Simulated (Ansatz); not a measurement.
We consider O (R-3m, No. 166, 2 atoms in the cell; start mp-610917), described by r²SCAN (Ansatz, a quantum-chemistry and plane-wave program, plane waves, PAW).

Settings: plane-wave cutoff 500 eV, 14×14×14 k mesh, Fermi–Dirac smearing 0.05 eV, spin-polarised start, scalar-relativistic PAW data made under PBE.

Cell (relaxed at this level):

```cif
data_O2
_chemical_formula_sum 'O2'
_space_group_name_H-M_alt 'P 1'
_space_group_IT_number 1
_cell_length_a 4.29912
_cell_length_b 4.29912
_cell_length_c 4.29912
_cell_angle_alpha 46.907
_cell_angle_beta 46.907
_cell_angle_gamma 46.907
loop_
_space_group_symop_operation_xyz
  'x, y, z'
loop_
_atom_site_label
_atom_site_type_symbol
_atom_site_fract_x
_atom_site_fract_y
_atom_site_fract_z
_atom_site_occupancy
O1 O 0.94733 0.94733 0.94733 1
O2 O 0.05267 0.05267 0.05267 1
```

Q: What does this level give for the band gap?

A: 
* **band gap**: 2.45 eV (on the SCF k mesh)

Note: the magnetic order was assumed, not searched for or taken from measurement; the relaxation could not lower the start's symmetry, so the cell can be a saddle point above a distorted one.

Static lattice: no zero-point or thermal effects.

Computing time: roughly 4 core-minutes.

A start named mp-… is a Materials Project structure, which need not be a measured phase.
